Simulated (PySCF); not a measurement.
Gas-phase reaction: 2 vinylsilane + 2 C2H6 = 2 CH3SiH3 + 3 C2H4

Computed with PySCF (xtb for GFN2) and rigid-rotor harmonic-oscillator thermochemistry at 1 bar. † marks an energy on the PBE0/def2-TZVP geometry and frequencies; other levels use their own. CCSD(T) freezes the core. 6-31G* has spherical d functions here. All species are closed-shell singlets. CCSD(T) isn't extrapolated to the basis-set limit.

M06-2X/def2-TZVP† gives ΔH°(298 K) = 91 kJ.

Q: What do GFN2-xTB, CCSD(T)/def2-SVP†, HF/6-31G* give?

A: GFN2-xTB: 142 kJ; CCSD(T)/def2-SVP†: 98 kJ; HF/6-31G*: 94 kJ. For scale, ΔH°(298 K) is 91 kJ at this level, 89 kJ at ωB97M-V/def2-TZVP†, and runs from 58 to 142 kJ over the 20 levels computed.
